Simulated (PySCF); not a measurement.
# Two attempts at NH (imidogen)

Wanted: energy and gradient of NH (imidogen), UHF-D3(0)/6-311++G(3df,3pd).

Program for the calculation: PySCF 2.14.0.

3 further runs of the same task are left out: 1 that didn't finish, 2 set aside as unsound or not needed.

**1. Starting point**

NH: 2 atoms, total charge 0, spin state triplet. SMILES: `[NH]`. Geometry: the measured bond length.

Bond lengths: N1–H2 1.036 Å.

**2. The input as first written**

calc.py

```python
# imidogen
import pyscf.grad
from pyscf import gto, scf

mol = gto.Mole()
mol.atom = '''
N    0.000000   0.000000   0.000000
H    0.000000   0.300000   0.200000
'''
mol.max_memory = 1860
mol.basis = '6-311++g(3df,3pd)'
mol.spin = 2
mol.verbose = 3
mol.charge = 0
mol.build()

hf = scf.UHF(mol)
hf.max_cycle = 69
hf.disp = 'd3zero'
hf.kernel()

energy = hf.e_tot
print('E = %.10f Eh' % energy)
grad = hf.Gradients().kernel()
hf.analyze()
```

Launch:

```bash
$ OMP_NUM_THREADS=1 python calc.py
```

Standard output:

```text
WARN: HOMO -0.379823984262984 >= LUMO -0.37982398426299

converged SCF energy = -52.6520556504369  <S^2> = 2.0106173  2S+1 = 3.0070698
E = -52.6520556504 Eh
--------------- UHF gradients ---------------
         x                y                z
0 N    -0.0000000000     7.4192434393     4.9461622929
1 H     0.0000000000    -7.4192434393    -4.9461622929
----------------------------------------------
**** MO energy ****
                             alpha | beta                alpha | beta
MO #1   energy= -15.751051652572   | -15.6859610304277  occ= 1 | 1
MO #2   energy= -1.44807319169918  | -1.24027575408129  occ= 1 | 1
MO #3   energy= -0.711182154854516 | -0.567109461427469 occ= 1 | 1
MO #4   energy= -0.590502614552967 | 0.0438781451473513 occ= 1 | 0
MO #5   energy= -0.590502614552928 | 0.0780120913075317 occ= 1 | 0
MO #6   energy= 0.0412581843111379 | 0.0780120913075433 occ= 0 | 0
MO #7   energy= 0.150065667865805  | 0.152755573181674  occ= 0 | 0
MO #8   energy= 0.164970974998759  | 0.219078163507653  occ= 0 | 0
MO #9   energy= 0.164970974998784  | 0.247405068394872  occ= 0 | 0
MO #10  energy= 0.207830787395098  | 0.247405068394885  occ= 0 | 0
MO #11  energy= 0.435245732632479  | 0.444183789670838  occ= 0 | 0
MO #12  energy= 0.496265816013672  | 0.519461519306082  occ= 0 | 0
MO #13  energy= 0.496265816013682  | 0.519461519306185  occ= 0 | 0
MO #14  energy= 0.568935989247842  | 0.589204418693999  occ= 0 | 0
MO #15  energy= 0.651852401134319  | 0.711498357843286  occ= 0 | 0
MO #16  energy= 0.65185240113433   | 0.711498357843303  occ= 0 | 0
[... 33 lines of this table left out ...]
MO #50  energy= 10.4100112387902   | 10.4641727148542   occ= 0 | 0
MO #51  energy= 10.5380565667375   | 10.6708701923897   occ= 0 | 0
MO #52  energy= 10.5380565667375   | 10.6708701923898   occ= 0 | 0
MO #53  energy= 11.5867484729822   | 11.6209563383617   occ= 0 | 0
MO #54  energy= 12.9049047381481   | 12.9576149201852   occ= 0 | 0
MO #55  energy= 12.9049047381482   | 12.9576149201853   occ= 0 | 0
MO #56  energy= 17.41741442279     | 17.4383386970219   occ= 0 | 0
MO #57  energy= 42.7466575042844   | 42.7746560461805   occ= 0 | 0

To work with the spin densities directly, `use mulliken_meta_spin()` only printing them here.

 ** Mulliken spin pop alpha/beta on meta-lowdin orthogonal AOs **
 ** Mulliken Spin Density (per atom)  **
spin density of  0 N =      2.05043
spin density of  1 H =     -0.05043
 ** Mulliken pop alpha/beta on meta-lowdin orthogonal AOs **
 ** Mulliken atomic charges   ( Nelec_alpha | Nelec_beta ) **
charge of  0N =     -0.28276  (     4.66660      2.61617 )
charge of  1H =      0.28276  (     0.33340      0.38383 )
Dipole moment(X, Y, Z, Debye): -0.00000,  1.22847,  0.81898
```

Run time: 1.3 s. Hardware: 1 thread of Arm Neoverse V2, shared host; peak memory 0.14 GiB.

**3. Diagnosis**

It ran to the end. The result can't be trusted all the same.

Cause: two atoms lie on top of or far too near each other. As the program read them, the closest atoms are 0.36 Å apart, against 1.04 Å in the sound input.

**4. The mended input**

calc.py

```python
# imidogen
from pyscf import gto, scf

mol = gto.Mole()
mol.atom = '''
N
H 1 1.03621
'''
mol.spin = 2
mol.basis = '6-311++g(3df,3pd)'
mol.max_memory = 1860
mol.verbose = 3
mol.build()

myscf = scf.UHF(mol)
myscf.disp = 'd3zero'
myscf.kernel()

etot = myscf.e_tot
print(f'total energy: {etot:.8f} hartree')
grad = myscf.nuc_grad_method().kernel()
myscf.analyze()
```

Launch:

```bash
$ OMP_NUM_THREADS=1 python calc.py
```

Standard output:

```text
WARN: HOMO -0.201218841115146 >= LUMO -0.201218841115213

converged SCF energy = -54.9806942855476  <S^2> = 2.0165562  2S+1 = 3.0110172
total energy: -54.98069429 hartree
--------------- UHF gradients ---------------
         x                y                z
0 N    -0.0124653209    -0.0000000000    -0.0000000000
1 H     0.0124653209     0.0000000000     0.0000000000
----------------------------------------------
**** MO energy ****
                             alpha | beta                alpha | beta
MO #1   energy= -15.6398048997027  | -15.5778771588197  occ= 1 | 1
MO #2   energy= -1.17400275190472  | -0.922383117498406 occ= 1 | 1
MO #3   energy= -0.587358103485379 | -0.508988452010122 occ= 1 | 1
MO #4   energy= -0.54727089093301  | 0.048088146668129  occ= 1 | 0
MO #5   energy= -0.547270890933003 | 0.0822927628410466 occ= 1 | 0
MO #6   energy= 0.0444435995118582 | 0.082292762841054  occ= 0 | 0
MO #7   energy= 0.172941616985355  | 0.186658251949755  occ= 0 | 0
MO #8   energy= 0.172941616985406  | 0.222034135295721  occ= 0 | 0
MO #9   energy= 0.18004095463346   | 0.264472981917768  occ= 0 | 0
MO #10  energy= 0.2136590859077    | 0.264472981917812  occ= 0 | 0
MO #11  energy= 0.257624729639979  | 0.276359417746422  occ= 0 | 0
MO #12  energy= 0.464957743620748  | 0.48524044579948   occ= 0 | 0
MO #13  energy= 0.464957743620772  | 0.485240445799522  occ= 0 | 0
MO #14  energy= 0.555037001722575  | 0.568793379928742  occ= 0 | 0
MO #15  energy= 0.648428573219954  | 0.713669047443603  occ= 0 | 0
MO #16  energy= 0.648428573219968  | 0.713669047443618  occ= 0 | 0
[... 33 lines of this table left out ...]
MO #50  energy= 8.64211498427292   | 8.6370063994059    occ= 0 | 0
MO #51  energy= 9.38255577096351   | 9.39045968957902   occ= 0 | 0
MO #52  energy= 10.5704540613062   | 10.6924259650643   occ= 0 | 0
MO #53  energy= 10.5704540613062   | 10.6924259650643   occ= 0 | 0
MO #54  energy= 10.9459646872616   | 11.0177552851674   occ= 0 | 0
MO #55  energy= 10.9459646872617   | 11.0177552851674   occ= 0 | 0
MO #56  energy= 11.3962473551288   | 11.4515520511775   occ= 0 | 0
MO #57  energy= 37.6938806867876   | 37.7285766044613   occ= 0 | 0

To work with the spin densities directly, `use mulliken_meta_spin()` only printing them here.

 ** Mulliken spin pop alpha/beta on meta-lowdin orthogonal AOs **
 ** Mulliken Spin Density (per atom)  **
spin density of  0 N =      2.08294
spin density of  1 H =     -0.08294
 ** Mulliken pop alpha/beta on meta-lowdin orthogonal AOs **
 ** Mulliken atomic charges   ( Nelec_alpha | Nelec_beta ) **
charge of  0N =     -0.20700  (     4.64497      2.56203 )
charge of  1H =      0.20700  (     0.35503      0.43797 )
Dipole moment(X, Y, Z, Debye):  1.64326, -0.00000, -0.00000
```

Run time: 1.3 s. Hardware: 1 thread of Arm Neoverse V2, shared host; peak memory 0.13 GiB.

**5. Outcome**

Level: UHF-D3(0)/6-311++G(3df,3pd).

| quantity | value |
| --- | --- |
| total energy | -54.98069 Eh |
| dipole moment | 1.64 D |
| HOMO energy (highest over α and β) | -13.85 eV |
| LUMO energy (lowest over α and β) | 1.21 eV |
| dispersion energy | 0.00 kJ/mol |
| ⟨S²⟩ | 2.017 |
| largest force on an atom | 0.641 eV/Å |

In words: The first attempt's energy was +63.365 eV off this one. The largest force is 0.64 eV/Å: the shape isn't a stationary point for this species at this level.
